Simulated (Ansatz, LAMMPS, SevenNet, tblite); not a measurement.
# How well does each level of theory give the lattice constant a of rock-salt CdO?

Reference value: 4.696 Å (measured, temperature not stated, no zero-point or thermal correction; as tabulated in Gopal et al. (2015), doi:10.1103/physrevb.91.245202).

| level (code) | value (Å) |
|---|---|
| ionic model lewis1985a (rigid ions, LAMMPS) | 4.689 |
| GFN1-xTB (tblite) | 5.105 |
| SevenNet-0 | 4.783 |
| LDA (Ansatz) | 4.634 |
| PBE (Ansatz) | 4.768 |
| RPBE (Ansatz) | ___ |
| PBE-D4 (Ansatz) | ___ |
| PBE0 (Ansatz) | ___ |
| Hartree–Fock (Ansatz) | 4.738 |

Q: What belongs in the gaps?

A: 
- RPBE (Ansatz, an electronic-structure program), value (Å): 4.824
- PBE-D4 (Ansatz), value (Å): 4.727
- PBE0 (Ansatz), value (Å): 4.704

Differences against the reference: ionic model lewis1985a -0.15 %, GFN1-xTB +8.71 %, SevenNet-0 +1.85 %, LDA -1.32 %, PBE +1.53 %, RPBE +2.73 %, PBE-D4 +0.66 %, PBE0 +0.17 %, Hartree–Fock +0.89 %.

The reference's temperature isn't stated, so close values are not ranked against it. Off by more than 1.25 %, or 1.75 % on the side where a correction would as a rule narrow the miss (bounds picked here): GFN1-xTB (+8.71 %), RPBE (+2.73 %), SevenNet-0 (+1.85 %), PBE (+1.53 %).

The reference isn't brought to a static lattice, while the calculations are for one, so the differences are not the levels' errors alone. A static lattice is as a rule a little smaller than the measured one.  GFN1-xTB: the cell moved over 20 % in volume from its start. GFN1-xTB: the method was fitted mainly to molecules. GFN1-xTB: the run uses a supercell at the zone centre in place of a k mesh. Cutoffs and k meshes differ between the levels. Ansatz's density-functional and Hartree–Fock values are scalar-relativistic unless marked +SOC, with PAW data made under PBE.

Empirical potentials (ionic model lewis1985a) are fitted to chosen data: where that held the value shown, agreement is built in, and what lay outside the fit can be far off. Machine-learned potentials (SevenNet-0) are trained on DFT data: a solid inside that data is no test of them.

Differences are worked out from the printed values.
